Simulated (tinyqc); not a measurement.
Starting guesses with plain Roothaan steps: SCF starting guesses in the sto-3g basis, for LiH, spin multiplicity 3. Computed by the program tinyqc with PySCF. UHF with one setting changed at a time; a run stops when the energy changes by less than 1e-09 hartree and the error matrix is below 1e-5. Starts: the lowest orbitals of the core Hamiltonian, of the Wolfsberg-Helmholz matrix (K = 1.75), projected atomic densities, random orbitals, and the highest orbitals of the core Hamiltonian (a deliberately bad start).

Geometry (angstrom):

| atom | x | y | z |
|---|---|---|---|
| Li | 0.0000 | 0.0000 | 0.0000 |
| H | 0.0000 | 0.0000 | 2.9410 |

lowest solution found by these runs and by PySCF with stability checks = -7.779346 hartree

Largest element of the error matrix X^T (FDS - SDF) X:

| iteration | core | Wolfsberg-Helmholz | atomic densities | random | highest core orbitals |
|---|---|---|---|---|---|
| 1 | 2.0e-01 | 2.0e-01 | 4.6e-02 | 9.6e-01 | 9.4e-02 |
| 2 | 9.6e-02 | 7.5e-02 | 1.2e-01 | 9.5e-02 | 1.2e-01 |
| 3 | 3.0e-02 | 2.5e-02 | 1.9e-02 | 3.2e-02 | 1.1e-02 |
| 4 | 9.0e-03 | 8.4e-03 | 2.9e-03 | 2.8e-02 | 3.5e-03 |
| 5 | 3.9e-03 | 3.0e-03 | 1.6e-03 | 2.3e-02 | 1.2e-03 |
| 6 | 2.5e-03 | 1.1e-03 | 1.1e-03 | 1.9e-02 | 4.4e-04 |
| 8 | 1.2e-03 | 1.6e-04 | 5.0e-04 | 1.1e-02 | 6.4e-05 |
| 10 | 5.6e-04 | 2.3e-05 | 2.4e-04 | 6.4e-03 | 9.2e-06 |
| 14 | 1.3e-04 | - | 5.4e-05 | 2.0e-03 | - |
| 20 | 1.4e-05 | - | - | 3.5e-04 | - |
| 30 | - | - | - | 1.8e-05 | - |

How each run ends:

| run | iterations | E (hartree) | state |
|---|---|---|---|
| core | 22 | -7.77935 | lowest found |
| Wolfsberg-Helmholz | 12 | -7.70180 | higher |
| atomic densities | 19 | -7.77935 | lowest found |
| random | 33 | -7.77935 | lowest found |
| highest core orbitals | 11 | -7.70180 | higher |

What does the comparison show, and why?

3 of 5 runs reach the lowest solution found, in 19 to 33 iterations (fastest: atomic densities). Ending on a higher stationary point: Wolfsberg-Helmholz, highest core orbitals; a small error matrix cannot reveal that, and an occupation fixed by the start is kept by symmetry or by the shape of the basin. The first errors are 2e-01, 2e-01, 5e-02, 1e+00, 9e-02.
